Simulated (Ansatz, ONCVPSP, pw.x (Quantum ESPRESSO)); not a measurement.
## What a changed setting does to a pw.x run (diamond Si)

Potential: optimised norm-conserving Vanderbilt (ONCV), ONCVPSP 4.0.1.1 (patched build), LDA (Perdew-Wang 92); core [He], reference 2s2 2p6 3s2 3p2; waves: 2s+3s: rc 1.10 bohr, ncon 3, nbas 6, qcut 12.3 1/bohr, 2 projectors; 2p+3p: rc 1.05 bohr, ncon 3, nbas 7, qcut 12.6 1/bohr, 2 projectors; local part: polynomial inside 0.85 bohr (lpopt 5, dvloc0 4 Ha); core correction: none.

The reference run (k-mesh 9³, cutoffs 170/680 Ry, Fermi–Dirac 0.01 Ry, mixing_beta 0.4, conv_thr 1e-9, no spin) gives 0.52 GPa at 19.694 Å³/atom, where all-electron LAPW gives -0.03 GPa. This run, with its own iteration cap, changes k-mesh points per axis to 2.

```
&control
  calculation='scf', prefix='x', pseudo_dir='./', outdir='./tmp', tstress=.true., disk_io='none'
/
&system
  ibrav=0, nat=2, ntyp=1, ecutwfc=170, ecutrho=680, nbnd=21,
  occupations='smearing', smearing='fd', degauss=0.01
/
&electrons
  conv_thr=1e-09, mixing_beta=0.4, electron_maxstep=50
/
ATOMIC_SPECIES
Si 1.0 Si.UPF
CELL_PARAMETERS angstrom
  0.00000000 2.70050288 2.70050288
  2.70050288 0.00000000 2.70050288
  2.70050288 2.70050288 0.00000000
ATOMIC_POSITIONS crystal
Si 0.0000 0.0000 0.0000
Si 0.2500 0.2500 0.2500
K_POINTS automatic
2 2 2 0 0 0
```

```bash
pw.x < Si.scf.in > Si.scf.out
```

Q: How does the run end?

A: It converges in 9 iterations; the free energy moves by +1.30 eV/atom and the pressure by +6.58 GPa.

```
Message from routine setup:
     using ibrav=0 with symmetry is DISCOURAGED, use correct ibrav instead
     lattice parameter (alat)  =       7.2170  a.u.
     unit-cell volume          =     265.8034 (a.u.)^3
     number of electrons       =        24.00
     number of Kohn-Sham states=           21
     kinetic-energy cutoff     =     170.0000  Ry
     charge density cutoff     =     680.0000  Ry
     scf convergence threshold =      1.0E-09
     Exchange-correlation= SLA  PW   NOGX NOGC
     number of k points=     3  Fermi-Dirac smearing, width (Ry)=  0.0100
     iteration #  1     ecut=   170.00 Ry     beta= 0.40
     total energy              =    -394.34814732 Ry
     estimated scf accuracy    <       0.11012270 Ry
     iteration #  2     ecut=   170.00 Ry     beta= 0.40
     total energy              =    -394.34198277 Ry
     estimated scf accuracy    <       0.02555028 Ry
     iteration #  3     ecut=   170.00 Ry     beta= 0.40
     total energy              =    -394.34415619 Ry
     estimated scf accuracy    <       0.00067967 Ry
     iteration #  4     ecut=   170.00 Ry     beta= 0.40
     total energy              =    -394.34410708 Ry
     estimated scf accuracy    <       0.00081392 Ry
     iteration #  5     ecut=   170.00 Ry     beta= 0.40
     total energy              =    -394.34424593 Ry
     estimated scf accuracy    <       0.00007484 Ry
     iteration #  6     ecut=   170.00 Ry     beta= 0.40
     total energy              =    -394.34425589 Ry
     estimated scf accuracy    <       0.00000012 Ry
     iteration #  7     ecut=   170.00 Ry     beta= 0.40
     total energy              =    -394.34425575 Ry
     estimated scf accuracy    <       0.00000068 Ry
     iteration #  8     ecut=   170.00 Ry     beta= 0.40
     total energy              =    -394.34425580 Ry
     estimated scf accuracy    <       0.00000003 Ry
     iteration #  9     ecut=   170.00 Ry     beta= 0.40
     the Fermi energy is     7.9650 ev
!    total energy              =    -394.34425580 Ry
     estimated scf accuracy    <          1.1E-10 Ry
     smearing contrib. (-TS)   =      -0.00910553 Ry
     The total energy is F=E-TS. E is the sum of the following terms:
     one-electron contribution =    -348.03893365 Ry
     hartree contribution      =     148.65209528 Ry
     xc contribution           =     -42.94618180 Ry
     ewald contribution        =    -152.00213011 Ry
     convergence has been achieved in   9 iterations
          total   stress  (Ry/bohr**3)                   (kbar)     P=       70.98
     Message from routine punch:
     Nothing written, as per user request (disk_io='none')
```

The run took about 16 s on one core of a shared host (Neoverse-N1, 64 threads, 124 GiB, load 47).
